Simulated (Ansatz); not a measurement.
# The aluminium atom (doublet): from Hartree-Fock to the top rungs, cc-pV(T+d)Z

How much of the correlation energy of the aluminium atom (doublet) does each wave-function method recover here?

Program: Ansatz 0.2.0, Gaussian basis. Level of theory: cc-pV(T+d)Z, core rule «outside noble gas», up to 5 orbitals frozen. These are calculated values, not measurements.

Plan: CCSD(T) on UHF; BCCD(T) on ROHF; CISD; CCSDT on ROHF; CCSDT on UHF; CASSCF and MRCISD+Q, 3 electrons in 4 orbitals; CASSCF and MRCISD+Q(relaxed), 3 electrons in 4 orbitals; CASSCF and NEVPT4(SD), 3 electrons in 4 orbitals; CASSCF and NEVPT2, 3 electrons in 4 orbitals; Full CI.

### 1 The atom

A free atom, in its lowest state of this spin that the program finds.

1 atom, charge 0, spin multiplicity 2.

### 2 CCSD(T) on UHF

in.yaml

```yaml
crystal:
  periodic: [false, false, false]
  atoms:
    - {symbol: Al, position_ang: [0.000000, 0.000000, 0.000000]}
basis:
  gaussian: {orbitals: "cc-pV(T+d)Z.json"}
magnetization: {spin_polarized: true, initial_magnetization: 1}
correlation: {method: ccsd_t, electrons: outside_noble_gas}
```

Run with:

```
$ ansatz run in.yaml --threads 1 --pin off --events-out ev --progress --plain --max-ram 7833MiB
```

After this run come: BCCD(T) on ROHF; CISD; CCSDT on ROHF; CCSDT on UHF; CASSCF and MRCISD+Q, 3 electrons in 4 orbitals; CASSCF and MRCISD+Q(relaxed), 3 electrons in 4 orbitals; CASSCF and NEVPT4(SD), 3 electrons in 4 orbitals; CASSCF and NEVPT2, 3 electrons in 4 orbitals; Full CI.

**Question.** What will the summary of the whole plan be? Wanted: FCI below the UHF energy; UMP2 from FCI; UCCSD(T) from FCI; NEVPT2 valence from FCI; NEVPT4(SD) valence from FCI; MRCISD+Q valence from FCI; effectively unpaired electrons.

The runs gave:

| quantity | value |
| --- | --- |
| FCI below the UHF energy | -1.4336 eV |
| UMP2 from FCI | +457.5 meV |
| UCCSD(T) from FCI | +12.5 meV |
| NEVPT2 valence from FCI | +240.7 meV |
| NEVPT4(SD) valence from FCI | +27.8 meV |
| MRCISD+Q valence from FCI | -24.4 meV |
| levels within 1 kcal/mol (43 meV) | UCCSD(T), BCCD(T), UCCSDT, NEVPT4(SD) valence, MRCISD valence, MRCISD+Q valence, MRCISD+Q(relaxed) valence |
| effectively unpaired electrons | 1.07 |

**Reading.** UCCSD(T) misses by +12.5 meV, 0.9 % of the correlation energy. MRCISD+Q valence, MRCISD+Q(relaxed) valence fall below full CI: the +Q correction isn't variational, and the cores differ from full CI's. One determinant dominates. Of the multireference levels listed MRCISD+Q valence comes nearest in total energy (-24.4 meV), which doesn't show that its space is the better one. These misses are within one basis, not against nature; the frozen cores of restricted and unrestricted runs differ, which can shift their rows.
